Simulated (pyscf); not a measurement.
# Four-centre exchange: methane (CH₄) + H₂B–CH₃ -> ethane (H₃C–CH₃) + borane (BH₃)

Gas phase, singlet surface, charge 0. Bonds broken: C1–H7, B2–C8. Bonds formed: C1–C8, B2–H7. PySCF, gas phase, ωB97X-D3(BJ)/def2-SVP geometries. MP2 and CC: frozen core, UHF for open shells. ΔMP2 is the change of the MP2 total energy from the triple- to the quadruple-zeta basis.

Transition state (Å):

```xyz
12

C      0.5124    -0.7368     0.4695
B      0.1694     1.0503     1.0862
H      1.5693    -0.7852     0.7513
H     -0.1283    -1.2616     1.1856
H      0.3915    -1.2006    -0.5121
H      0.9987     1.9149     0.8648
H      0.5804     0.4824     2.0723
C     -0.2153     0.7867    -0.7032
H     -0.9738     1.3621     1.3693
H     -1.0738     0.1566    -0.9596
H      0.6203     0.6315    -1.3941
H     -0.5234     1.8343    -0.7598
```

One imaginary mode, 631i cm⁻¹; descent along it reached the two sides named.

```tsv
bond	change	reactant side (Å)	saddle	product side
C1–H7	breaks	1.100	2.015	3.3
B2–C8	breaks	1.564	1.849	3.6
C1–C8	forms	3.7	2.056	1.527
B2–H7	forms	2.7	1.210	1.207
```

Electronic energies relative to the separated reactants (kcal/mol):

```csv
level,barrier,reaction energy,reverse barrier
ωB97X-D3(BJ)/def2-TZVP,77.2,+14.5,62.7
PBE/def2-TZVP,66.3,+16.3,50.0
r²SCAN/def2-TZVP,71.0,+16.4,54.7
B3LYP-D3(BJ)/def2-TZVP,75.7,+15.0,60.8
PBE0-D3(BJ)/def2-TZVP,70.9,+15.4,55.4
M06-2X/def2-TZVP,75.2,+14.4,60.7
ωB97M-D3(BJ)/def2-TZVP,75.5,+15.2,60.3
HF/def2-TZVP,103.5,+12.4,91.2
MP2/def2-QZVPP,76.3,+14.6,61.7
CCSD/def2-TZVPP,81.2,+13.9,67.3
CCSD(T)/def2-TZVPP,76.7,+14.1,62.5
CCSD(T)/def2-TZVPP + ΔMP2(QZVPP),76.6,+14.4,62.2
```

With CCSD(T)/def2-TZVPP + ΔMP2(QZVPP) energies and thermal terms (ideal gas, 1 atm, RRHO with modes under 100 cm⁻¹ raised to 100, one conformer, R ln 2 for chiral ones without a mode under 150 cm⁻¹), in kcal/mol:

```json
[
 {"T (K)": "298", "ΔH‡": "78.0", "ΔG‡": "88.9", "ΔH": "+14.4", "ΔG": "+15.7"},
 {"T (K)": "600", "ΔH‡": "77.9", "ΔG‡": "100.1", "ΔH": "+14.1", "ΔG": "+17.1"},
 {"T (K)": "900", "ΔH‡": "78.3", "ΔG‡": "111.2", "ΔH": "+14.0", "ΔG": "+18.6"},
 {"T (K)": "1200", "ΔH‡": "78.8", "ΔG‡": "122.1", "ΔH": "+14.0", "ΔG": "+20.1"}
]
```

At the saddle there is also a short B–C contact that neither side keeps. The same reactants have a lower exit, to H₃C–BH–CH₃ + H₂ (barrier +23.9 kcal/mol at ωB97M-D3(BJ)/def2-TZVP, against +75.5 kcal/mol here). This is the saddle that the search found; another between the same sides may lie lower. The CCSD(T) − MP2 part came from Ansatz, without density fitting, on the same reference.
